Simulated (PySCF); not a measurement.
# Orbital picture of SiH

PBE0 at R = 1.533 Å; PySCF, no relativity, basis sets Si def2-TZVP, H def2-TZVP. State: ²Π (doublet), unpaired electrons π ↑. Only the outer orbitals are listed, counted within each symmetry.

```json
{"spin": "α", "orbital": "4σ", "occ.": "1", "ε (eV)": "-13.69", "on Si (%)": "80", "main shells (%)": "76 Si s, 20 H s"}
{"spin": "α", "orbital": "5σ", "occ.": "1", "ε (eV)": "-7.88", "on Si (%)": "71", "main shells (%)": "46 Si p, 29 H s, 21 Si s"}
{"spin": "α", "orbital": "2π", "occ.": "1", "ε (eV)": "-5.53", "on Si (%)": "100", "main shells (%)": "100 Si p"}
{"spin": "α", "orbital": "2π", "occ.": "0", "ε (eV)": "-3.26", "on Si (%)": "100", "main shells (%)": "100 Si p"}
{"spin": "α", "orbital": "6σ", "occ.": "0", "ε (eV)": "1.25", "on Si (%)": "68", "main shells (%)": "58 Si p, 31 H s, 13 Si d"}
{"spin": "α", "orbital": "7σ", "occ.": "0", "ε (eV)": "4.36", "on Si (%)": "56", "main shells (%)": "43 H s, 30 Si p, 19 Si s"}
{"spin": "β", "orbital": "4σ", "occ.": "1", "ε (eV)": "-12.90", "on Si (%)": "74", "main shells (%)": "68 Si s, 26 H s"}
{"spin": "β", "orbital": "5σ", "occ.": "1", "ε (eV)": "-7.53", "on Si (%)": "74", "main shells (%)": "45 Si p, 27 Si s, 26 H s"}
{"spin": "β", "orbital": "2π", "occ.": "0", "ε (eV)": "-2.92", "on Si (%)": "100", "main shells (%)": "100 Si p"}
{"spin": "β", "orbital": "2π", "occ.": "0", "ε (eV)": "-1.91", "on Si (%)": "100", "main shells (%)": "100 Si p"}
{"spin": "β", "orbital": "6σ", "occ.": "0", "ε (eV)": "1.57", "on Si (%)": "69", "main shells (%)": "57 Si p, 31 H s, 10 Si d"}
```

**Question.** Which are the highest filled and the lowest empty level, where do they sit, and how wide is the gap?

**Answer.** Highest filled α 2π at -5.53 eV (in %: 100 Si p); lowest empty α 2π at -3.26 eV (in %: 100 Si p); the gap at PBE0 is 2.27 eV. Both belong to one degenerate shell, split only by its one-sided filling, so this is no excitation gap.

- bond order (Mayer): 0.94
- ⟨S²⟩: 0.757
- charge on Si (Mulliken, basis-dependent): 0.02
- charge on Si (Löwdin, basis-dependent): 0.08
- dipole moment (positive dipole means Si(−)H(+)): 0.14 D
- polarisability along the bond: 35.0 bohr³
- polarisability across the bond: 26.9 bohr³

The state was picked by a PBE0 search and need not be the measured ground state.
